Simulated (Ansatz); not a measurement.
# H7OSi2: the cost of one run

Computed with Ansatz 0.2.0, Gaussian basis. Level: PBE0-D4, def2-SVP first, then def2-TZVP.

152 further runs of the same task are left out: 152 set aside as unsound or not needed.

## 1. The system as given

The guess: 10 atoms, charge 0, spin multiplicity 2.

Atoms are counted from 1 here; the program's logs count them from 0.

Bond lengths: Si2–O3 1.631 Å, Si2–H5 1.446 Å, Si2–H6 1.455 Å, O3–H7 0.952 Å, Si4–H8 1.454 Å, Si4–H9 1.454 Å, Si4–H10 1.458 Å. Angles: O3–Si2–H5 103.2°, O3–Si2–H6 111.7°, H5–Si2–H6 116.3°, Si2–O3–H7 122.5°, H8–Si4–H9 112.8°, H8–Si4–H10 112.0°, H9–Si4–H10 112.0°.

As a file:

```
atom    x (Å)    y (Å)    z (Å)
  H1   0.0243   0.3671   0.3470
 Si2   1.5124  -0.0081  -0.8345
  O3   0.8111  -1.0665  -1.8575
 Si4  -1.5088   0.4959   1.2627
  H5   1.8791   1.0923  -1.6984
  H6   2.5943  -0.6244  -0.0808
  H7   0.2832  -1.7985  -1.5538
  H8  -1.1590   0.8448   2.6307
  H9  -2.3086   1.5187   0.6078
 H10  -2.1282  -0.8212   1.1769
```

Distances that are to change: H1–Si4 1.79 Å, H1–Si2 1.94 Å.

## 2. Constrained relaxation of the guess

hold/in.yaml

```yaml
crystal:
  periodic: [false, false, false]
  atoms:
    - {symbol: H, position_ang: [0.024300, 0.367100, 0.347000]}
    - {symbol: Si, position_ang: [1.512400, -0.008100, -0.834500]}
    - {symbol: O, position_ang: [0.811100, -1.066500, -1.857500]}
    - {symbol: Si, position_ang: [-1.508800, 0.495900, 1.262700]}
    - {symbol: H, position_ang: [1.879100, 1.092300, -1.698400]}
    - {symbol: H, position_ang: [2.594300, -0.624400, -0.080800]}
    - {symbol: H, position_ang: [0.283200, -1.798500, -1.553800]}
    - {symbol: H, position_ang: [-1.159000, 0.844800, 2.630700]}
    - {symbol: H, position_ang: [-2.308600, 1.518700, 0.607800]}
    - {symbol: H, position_ang: [-2.128200, -0.821200, 1.176900]}
basis:
  gaussian: {orbitals: def2-SVP}
magnetization: {spin_polarized: true, initial_magnetization: 1}
hamiltonian: {xc: pbe0, dispersion: d4}
relax: {f_tol: 0.04, max_steps: 150, escape_saddle: false, constraints: [{distance: [0, 3]}, {distance: [0, 1]}]}
```

The run is started by

```sh
$ ansatz run in.yaml --threads 4 --pin off --events-out ev --progress --plain --max-ram 9574MiB
```

**Question.** How long does this run take on 4 threads of Arm Neoverse V1, shared host?

About 11 s.
